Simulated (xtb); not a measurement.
C2H7N, charge +1, doublet, at a GFN2-xTB geometry of the parent state (a state made from the parent by changing its charge; the spin is typed, not shown lowest); GFN1-xTB in xtb 6.7.1.

xtb was given this input:
```
$ xtb mol.xyz --gfn 1 --chrg 1 --uhf 1 --json

# file mol.xyz
10

C      1.21347580    -0.33489211    -0.00053948
C     -0.01511352     0.57959694    -0.00065065
N     -1.29044637    -0.11469946     0.00111158
H      2.12582993     0.25587901    -0.00190763
H      1.21478843    -0.97056086     0.88382899
H      1.21344556    -0.97257980    -0.88345425
H      0.00625613     1.22117055    -0.88594093
H      0.00760037     1.22319154     0.88313798
H     -1.36186295    -0.71028181     0.82013011
H     -1.36310650    -0.71215141    -0.81643455
```

**Question.** Write the output that xtb gives for this input, abridged.

**Answer.** 
```
   ID    Z sym.   atoms
    1    6 C      1, 2
    2    7 N      3
    3    1 H      4-10

           -------------------------------------------------
          |                Calculation Setup                |
           -------------------------------------------------

           -------------------------------------------------
          |                 G F N 1 - x T B                 |
           -------------------------------------------------

          ...................................................
          :                      SETUP                      :
          :.................................................:
          :  # basis functions                  26          :
          :  # atomic orbitals                  26          :
          :  # shells                           20          :
          :  # electrons                        19          :
          :  # halogen bonds                     0          :
          :  max. iterations                   250          :
          :  Hamiltonian                  GFN1-xTB          :
          :  restarted?                      false          :
          :  GBSA solvation                  false          :
          :  PC potential                    false          :
          :  electronic temp.          300.0000000     K    :
          :  accuracy                    1.0000000          :
          :  -> integral cutoff          0.2500000E+02      :
          :  -> integral neglect         0.1000000E-07      :
          :  -> SCF convergence          0.1000000E-05 Eh   :
          :  -> wf. convergence          0.2000000E-04 e    :
          :  Broyden damping             0.4000000          :
          :  net charge                          1          :
          :  unpaired electrons                  1          :
          ...................................................

 iter      E             dE          RMSdq      gap      omega  full diag
   1    -10.7353850 -0.107354E+02  0.681E+00    7.22       0.0  T
   2    -10.7893862 -0.540012E-01  0.384E+00    8.80       1.0  T
   3    -10.7878267  0.155949E-02  0.171E+00    8.98       1.0  T
   4    -10.7929451 -0.511843E-02  0.304E-01    8.98       1.0  T
   5    -10.7935921 -0.646931E-03  0.103E-01    8.94       1.0  T
   6    -10.7936875 -0.953840E-04  0.207E-02    8.94       1.5  T
   7    -10.7936925 -0.502645E-05  0.189E-03    8.94      16.8  T
   8    -10.7936925 -0.916156E-08  0.390E-04    8.94      81.1  T
[...]
         :: total energy             -10.655189940129 Eh    ::
[...]
       ...                                ...                  ...
        26                          0.2667677               7.2591
      -------------------------------------------------------------
                  HL-Gap            0.3285754 Eh            8.9410 eV
             Fermi-level           -0.6233212 Eh          -16.9614 eV

  Mulliken/CM5 charges         n(s)   n(p)   n(d)
     1C    -0.04023 -0.18846   1.045  2.996  0.000
     2C     0.11090  0.05372   1.044  2.845  0.000
     3N    -0.17805 -0.63341   1.505  3.673  0.000
     4H     0.11931  0.17125   0.881  0.000  0.000
     5H     0.08946  0.14291   0.911  0.000  0.000
     6H     0.08946  0.14291   0.911  0.000  0.000
     7H     0.11628  0.18062   0.884  0.000  0.000
     8H     0.11628  0.18062   0.884  0.000  0.000
     9H     0.28830  0.47493   0.712  0.000  0.000
    10H     0.28830  0.47493   0.712  0.000  0.000

Wiberg/Mayer (AO) data.
largest (>0.10) Wiberg bond orders for each atom

 ---------------------------------------------------------------------------
     #   Z sym  total        # sym  WBO       # sym  WBO       # sym  WBO
 ---------------------------------------------------------------------------
     1   6 C    3.901 --     5 H    0.975     6 H    0.975     4 H    0.954
                             2 C    0.818     3 N    0.153
     2   6 C    3.897 --     3 N    1.176     7 H    0.941     8 H    0.941
                             1 C    0.818
     3   7 N    3.200 --     2 C    1.176     9 H    0.898    10 H    0.898
                             1 C    0.153
     4   1 H    0.986 --     1 C    0.954
     5   1 H    0.992 --     1 C    0.975
     6   1 H    0.992 --     1 C    0.975
     7   1 H    0.990 --     2 C    0.941
     8   1 H    0.990 --     2 C    0.941
     9   1 H    0.923 --     3 N    0.898
    10   1 H    0.923 --     3 N    0.898
 ---------------------------------------------------------------------------

Topologies differ in total number of bonds
Writing topology from bond orders to xtbtopo.mol

 dipole moment from electron density (au)
     X       Y       Z
  -0.3465  -0.5286   0.0009  total (Debye):    1.606

           -------------------------------------------------
          | TOTAL ENERGY              -10.655189940129 Eh   |
          | GRADIENT NORM               0.087282999044 Eh/α |
          | HOMO-LUMO GAP               8.940991809510 eV   |
           -------------------------------------------------

normal termination of xtb
```
